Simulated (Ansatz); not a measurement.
Li (bcc): energy against volume

All numbers below come from Ansatz, DFT, PBE, plane waves (420 eV) with PAW, scalar-relativistic.

The cell is scaled uniformly from the relaxed one, with fractional coordinates and shape fixed. Energies are extrapolated to zero smearing, pressures are those at the given smearing. Magnetic state: spin not included.

A Birch-Murnaghan fit gives V₀ = 20.25 Å³/atom, B₀ = 13.9 GPa, B₀′ = 3.4.

**Question.** What are the energy above the minimum and the pressure at 19.384 Å³/atom?

**Answer.** 1.7 meV/atom and 0.67 GPa as computed.

**Question.** What are the energy above the minimum and the pressure at 21.807 Å³/atom?

**Answer.** 4.7 meV/atom and -0.89 GPa as computed.

**Question.** What are the energy above the minimum and the pressure at 22.614 Å³/atom?

**Answer.** 10.2 meV/atom and -1.26 GPa as computed.
